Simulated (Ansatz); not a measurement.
What a trial cell of Ta₃C₂ relaxes into

Theory: DFT r2SCAN, scalar-relativistic, plane waves, PAW (Ansatz). Cutoff 500 eV, Γ-centred k mesh, Gaussian smearing, no spin polarisation in the final step.

Ta₃C₂ was placed on the anti-tetradymite structure type (R-3m, No. 166), with C in place of Bi, Ta in place of Te, at a guessed volume.

```yaml
crystal:
  lattice:
    - [1.58975, 0.91784, 7.36929]
    - [-1.58975, 0.91784, 7.36929]
    - [0.00000, -1.83568, 7.36929]
  atoms:
    - { symbol: Ta, position: [0.00000, 0.00000, 0.00000] }
    - { symbol: Ta, position: [0.20950, 0.20950, 0.20950] }
    - { symbol: Ta, position: [0.79050, 0.79050, 0.79050] }
    - { symbol: C, position: [0.40000, 0.40000, 0.40000] }
    - { symbol: C, position: [0.60000, 0.60000, 0.60000] }
```

Cell and atoms relax at zero pressure; the relaxation can't lower the symmetry of the start. After a coarse first stage the cell is made exact in the group found at 0.06 Å.

Energies over the elements count from the elements' standard structures at the same level, with no empirical corrections.

(1) Which crystal results?

(2) What are its volume, energy, density and gap?

## Answers

(1) It keeps R-3m (No. 166). The result has the tetradymite structure. Conventional cell: a = 3.134 Å, c = 22.413 Å. Ta on Wyckoff site a (1 atom of the primitive cell) is coordinated by 6 C at 2.24 Å; Ta on Wyckoff site c (2 atoms of the primitive cell) is coordinated by 3 C at 2.18 Å; C has 6 Ta at 2.18–2.24 Å.

Space group R-3m:H (No. 166). a = 3.134 Å, b = 3.134 Å, c = 22.413 Å, α = 90.00°, β = 90.00°, γ = 120.00°
| atom | site | symmetry | x | y | z |
| --- | --- | --- | --- | --- | --- |
| Ta | 3a | -3m | 0.0000 | 0.0000 | 0.0000 |
| Ta | 6c | 3m | 0.3333 | 0.6667 | 0.8873 |
| C | 6c | 3m | 0.6667 | 0.3333 | 0.7253 |

(2) The volume per atom is 12.71 Å³. The density is 14.81 g/cm³, the energy over the elements is -0.71 eV/atom and the gap on the 12×12×12 mesh is 0 eV (a metal).

The final run used a 12×12×12 mesh on its 5-atom cell and 0.10 eV smearing. The k mesh leaves about 4 meV/atom of noise in metals. Spin–orbit coupling is left out. A structure relaxed within its symmetry needn't be a true minimum. The steps took about 5 core-minutes in all.